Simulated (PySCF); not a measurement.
C5H8.
Numbering: `[CH2:1]=[C:2]=[CH:3][CH2:4][CH3:5]` (hydrogens: H6, H7 on C1; H8 on C3; H9, H10 on C4; H11, H12, H13 on C5)

Structure used (PBE0-D3(BJ)/def2-SVP), in Å, numbered top down from 1:
```xyz
13
C5H8 angstrom
C      2.7401   -0.0744    0.3108
C      1.5364   -0.1533   -0.1962
C      0.3291   -0.2219   -0.7002
C     -0.8476    0.6042   -0.2565
C     -1.9536   -0.2406    0.3661
H      3.4921    0.6001   -0.1130
H      3.0358   -0.6817    1.1733
H      0.1460   -0.9609   -1.4931
H     -1.2496    1.1452   -1.1314
H     -0.5063    1.3711    0.4560
H     -2.8162    0.3813    0.6504
H     -1.5932   -0.7576    1.2684
H     -2.3126   -1.0103   -0.3355
```

Method: core-valence-separated Tamm–Dancoff BHandHLYP/aug-pcX-1 (pcseg-1 on H) in PySCF, non-relativistic, gas phase, PBE0-D3(BJ)/def2-SVP geometry.

Computed carbon K-edge spectrum, Gaussian lines of 0.8 eV full width, highest printed point 100; it ends one width below the last computed root. BHandHLYP without relativity tends to put these K edges a few eV too low, so spacings mean more than positions.

photon energy (eV), absorption and a bar:
```
    281.9          0 
    282.0          0 
    282.1          1 
    282.2          2 #
    282.3          4 #
    282.4          8 ##
    282.5         14 ####
    282.6         23 #######
    282.7         36 ###########
    282.8         50 ###############
    282.9         66 ####################
    283.0         82 #########################
    283.1         94 ############################
    283.2        100 ##############################
    283.3         99 ##############################
    283.4         92 ###########################
    283.5         79 ########################
    283.6         62 ###################
    283.7         46 ##############
    283.8         31 #########
    283.9         20 ######
    284.0         11 ###
    284.1          6 ##
    284.2          3 #
    284.3          1 
    284.4          1 
    284.5          1 
    284.6          1 
    284.7          2 
    284.8          3 #
    284.9          4 #
    285.0          7 ##
    285.1          9 ###
    285.2         12 ####
    285.3         16 #####
    285.4         19 ######
    285.5         23 #######
    285.6         26 ########
    285.7         30 #########
    285.8         34 ##########
    285.9         39 ############
    286.0         43 #############
    286.1         46 ##############
    286.2         48 ##############
    286.3         48 ##############
    286.4         46 ##############
```

Task: Where are the maxima, and which lines make them up?

Result: 2 maxima:
- 283.2 eV: C2 (central carbon of cumulated double bonds), 283.32 eV, f = 0.061, 27 % of the height at the exact maximum; C1 (outer carbon of cumulated double bonds), 283.22 eV, f = 0.056, 1s→π*, 25 % of the height at the exact maximum; C3 (outer carbon of cumulated double bonds), 283.39 eV, f = 0.061, 1s→π*, 25 % of the height at the exact maximum; C2 (central carbon of cumulated double bonds), 283.02 eV, f = 0.066, 24 % of the height at the exact maximum
- 286.3 eV: C5 (methyl carbon), 286.16 eV, f = 0.025, 22 % of the height at the exact maximum; C5 (methyl carbon), 286.01 eV, f = 0.025, 18 % of the height at the exact maximum; C4 (chain CH2 carbon), 286.53 eV, f = 0.026, 18 % of the height at the exact maximum; C4 (chain CH2 carbon), 286.37 eV, f = 0.014, 12 % of the height at the exact maximum

Further lines of some strength in the range: C5, 285.35 eV, f = 0.008; C3, 285.36 eV, f = 0.008; C1, 285.47 eV, f = 0.010; C4, 285.75 eV, f = 0.011; C4, 286.29 eV, f = 0.012.

Roots within 0.03 eV on the same or equivalent atoms count as one line; shares under 12 % aren't listed.

Vibrational structure and lifetime widths aren't in the curve. The ionisation threshold wasn't computed; near and above it a finite basis only mimics Rydberg series and continuum.

One conformer stands for the species.
